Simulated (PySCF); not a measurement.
# C3HN (Cyanoacetylene): the cost of one run

Programs: PySCF 2.14.0, with routines of our own; each step states its level. All values are computed. Atoms count from 0.

## 1. The starting structure

5 atoms, charge 0, multiplicity 1; geometry from: GFN2-xTB.

## 2. Optimising the geometry at BHandHLYP/6-31+G*

What the job is given:

```
{"job": {"xc": "BHandHLYP", "basis": "6-31+G*", "grid": 1, "kind": "geom"}, "charge": 0, "multiplicity": 1}
C     -1.274482    -0.173263    -0.000599
C     -0.081631    -0.011007     0.018928
C      1.271265     0.172231     0.043827
N      2.408523     0.327503     0.065446
H     -2.315053    -0.312612    -0.015927
```

Started as:

```
OMP_NUM_THREADS=1 python excited_run.py task.json out
```

The driver reads the jobs from task.json and runs them one after another.

**Question.** How long does this first job take on 1 thread of Arm Neoverse V2, shared host, and how much memory does it need?

About 6.3 s, with a peak of 0.33 GiB.
